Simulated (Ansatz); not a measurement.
# BH6NO: the cost of one run

All numbers below are computed with Ansatz 0.2.0 (RKS PBE-D4/def2-SVP).

**1. Starting point**

Bond lengths: B1–O3 1.410 Å, O3–H4 1.010 Å, B1–H5 1.190 Å, B1–N6 1.850 Å, N6–H7 1.060 Å, N6–H8 1.060 Å. Angles: B1–O3–H4 109.5°, O3–B1–H5 120.0°, O3–B1–N6 96.8°, H5–B1–N6 101.3°, B1–N6–H7 120.0°, B1–N6–H8 120.0°, H7–N6–H8 120.0°.

As a file:

```xyz
9

B     0.0000    0.0000    0.0000
H     0.0000    0.0000    1.5400
O     1.2211    0.0000   -0.7050
H     1.5209   -0.9519   -0.8599
H    -1.0305    0.0000   -0.5950
N     0.0829    1.7537    0.5833
H     0.4765    1.9752    1.5423
H    -0.2631    2.5370   -0.0414
H     0.0424    0.8968    1.5631
```

**2. Pulling towards end A**

Springs on the bonds that form and break draw the guess towards this end; the thresholds are loose.

input.yaml

```yaml
crystal:
  periodic: [false, false, false]
  atoms:
    - { symbol: B, position_ang: [0.0, 0.0, 0.0] }
    - { symbol: H, position_ang: [0.0, 0.0, 1.54] }
    - { symbol: O, position_ang: [1.2211, 0.0, -0.705] }
    - { symbol: H, position_ang: [1.5209, -0.9519, -0.8599] }
    - { symbol: H, position_ang: [-1.0305, 0.0, -0.595] }
    - { symbol: "N", position_ang: [0.0829, 1.7537, 0.5833] }
    - { symbol: H, position_ang: [0.4765, 1.9752, 1.5423] }
    - { symbol: H, position_ang: [-0.2631, 2.537, -0.0414] }
    - { symbol: H, position_ang: [0.0424, 0.8968, 1.5631] }
basis:
  gaussian: { orbitals: def2-SVP }
hamiltonian:
  xc: pbe
  dispersion: d4
relax:
  f_tol: 0.15
  max_steps: 25
  restrain:
    - { distance: [0, 5], at: 2.75, k: 30.0 }
    - { distance: [8, 1], at: 1.86, k: 30.0 }
    - { distance: [0, 1], at: 1.19, k: 30.0 }
    - { distance: [8, 5], at: 1.06, k: 30.0 }
output:
  orbitals: {}
```

The run is started by

```sh
ansatz run input.yaml --threads 1 --pin off --max-ram 2048MiB --backend cpu --events-out ev --progress --plain --runs-dir out
```

What time and memory should one allow on 1 thread of Arm Neoverse V1, shared host?

About 26 s, with a peak of 0.13 GiB.
